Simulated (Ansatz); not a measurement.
What does this script print? It uses Ansatz 0.2.0 through its Python package.

`methods_ch2nsi.py`:
```python
from pathlib import Path
import warnings

import ansatz as az
from ase import Atoms
import numpy as np

warnings.simplefilter("ignore", az.DeckWarning)

atoms = Atoms(["N", "C", "Si", "H", "H"], positions=[
    [1.0874, -1.2782, 1.6417],
    [0.5907, -0.658, 0.7252],
    [-0.135, 0.2665, -0.7559],
    [-1.4195, -0.139, -1.0755],
    [-0.0736, 1.7351, -0.5768],
])
molecule = az.Crystal.molecule_from_ase(atoms)

calc = (
    molecule.calculation()
    .basis(gaussian="def2-SVP")
    .spin("collinear", total=1)
)

print("functional    E (Ha)        dipole (D)   HOMO (eV)  LUMO (eV)")
for name in ["pbe", "b3lyp", "blyp", "cam_b3lyp", "hse06", "r2scan"]:
    data = calc.functional(name).forces().orbitals().run(runs_dir="runs").report
    lines = Path(data["orbitals_path"]).read_text().splitlines()
    field_of = lambda key: [line.split("=")[1].strip() for line in lines if line.startswith(key)]
    orbitals = [(27.211386 * float(e), s, float(n)) for e, s, n in zip(field_of("Ene="), field_of("Spin="), field_of("Occup="))]
    homo = max(e for e, _, n in orbitals if n > 0.5)
    lumo = min(e for e, _, n in orbitals if n < 0.5)
    dipole = 4.803205 * np.linalg.norm(data["charge_distribution"]["dipole_moment_e_ang"])
    print(f"{name:10s} {data['free_energy_ev'] / 27.211386246:14.6f} {dipole:9.3f} {homo:11.3f} {lumo:10.3f}")
```

Running `python methods_ch2nsi.py` prints:
```text
functional    E (Ha)        dipole (D)   HOMO (eV)  LUMO (eV)
pbe           -383.047804     3.314      -5.968     -4.320
b3lyp         -383.330695     3.434      -6.776     -3.776
blyp          -383.286399     3.277      -5.701     -4.291
cam_b3lyp     -383.263738     3.482      -8.247     -2.471
hse06         -383.061831     3.490      -6.715     -3.824
r2scan        -383.229085     3.482      -6.400     -3.948
```

Notes:
- These settings explore the input space; basis and method may be short of convergence.
- The geometry is a force-field or estimated start, not a minimum of this method, and the basis set is short of its limit. A lower total doesn't mark the better method: functionals have no common bound, and MP2 and coupled cluster aren't variational.
- The species is open-shell (spin multiplicity 2).
- b3lyp holds the VWN-RPA fit, as in Gaussian; the form of ORCA and Turbomole is b3lyp5.
- Levels such as HOMO and LUMO are orbital energies: with these approximate functionals they aren't the ionisation energy and electron affinity, and their gap isn't the fundamental gap.
- hse06 follows the composition of plane-wave codes, whose totals differ by tens of mHa, up to about 0.1 Ha, from the form usual in Gaussian-basis programs (wpbeh).
- Hardware and time: 14 s on 1 thread of Arm Neoverse V1, on a shared host, peak memory 0.22 GiB.

(Lines on the test bed's own set-up are left out of the output.)
